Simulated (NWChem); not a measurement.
System: hydrazine (N2H4); SMILES NN

```xyz
6

N     -0.0605     0.7082     0.0781
N      0.0605    -0.7082     0.0781
H      0.8620     1.1042     0.2972
H     -0.3271     1.0899    -0.8441
H     -0.8620    -1.1042     0.2972
H      0.3271    -1.0899    -0.8441
```
Atoms are numbered in this order, from 1.

Program: NWChem. Structure relaxed at the PBE-D3(BJ)/def2-SVP level. Ions are spin-unrestricted doublets at the neutral geometry; other ion states weren't tried.

For level B3LYP/def2-TZVP:

vertical ionisation energy, ΔSCF (eV): 10.01
−ε(HOMO) (eV): 6.96

Task: How do the values read with level PBE/def2-TZVP instead?

Result: 
- vertical ionisation energy, ΔSCF (eV) = 9.76
- −ε(HOMO) (eV) = 5.62
